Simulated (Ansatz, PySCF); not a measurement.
System: C3H3, charge -1, multiplicity 1. It need not be the lowest isomer of its formula. Whether it binds its extra electron was not tested at this geometry. 
Coordinates optimised at B3LYP-D3(BJ)/def2-TZVP (Ansatz, a first-principles code):
SMILES: C#C[CH2-]
```xyz
6

C      0.0033     0.0214     0.1126
C      0.0953     0.4218     1.3195
C     -0.0499    -0.2733    -1.2030
H     -0.1528    -0.2386     2.1526
H      0.8062    -0.6818    -1.7335
H     -0.9456    -0.0989    -1.7932
```
Charge -1, spin multiplicity 1.

Total electronic energies in hartree. Cores are frozen in the correlated levels unless marked. No spin-orbit coupling. No relativistic terms. Basis-set limits of correlation are two-point, X^-3; Hartree-Fock from the larger set. The bracket is a focal-point correction in the basis named.

```json
[
 {"level": "HF-D3(BJ)/def2-TZVPD", "program": "PySCF + dftd3", "energy (Eh)": "-115.30086"},
 {"level": "HF-D4/def2-TZVPD", "program": "PySCF + dftd4", "energy (Eh)": "-115.28701"},
 {"level": "TPSS/def2-TZVPD", "program": "PySCF", "energy (Eh)": "-116.09888"},
 {"level": "M06-L/def2-TZVPD", "program": "PySCF", "energy (Eh)": "…"},
 {"level": "PW6B95-D4/def2-TZVPD", "program": "PySCF + dftd4", "energy (Eh)": "…"},
 {"level": "B2PLYP/def2-TZVPD", "program": "Ansatz", "energy (Eh)": "-115.96694"},
 {"level": "CCSD/cc-pwCVTZ", "program": "Ansatz", "energy (Eh)": "-115.77963"},
 {"level": "CCSD(T)/6-31G", "program": "Ansatz", "energy (Eh)": "-115.46363"},
 {"level": "RI-MP2/CBS(aug-cc-pVTZ,aug-cc-pVQZ)+[CCSD(T)-MP2]/aug-cc-pVTZ", "program": "Ansatz", "energy (Eh)": "-115.8700"}
]
```

What belongs in the gaps?


- M06-L/def2-TZVPD, energy (Eh): -116.05615
- PW6B95-D4/def2-TZVPD, energy (Eh): -116.22981
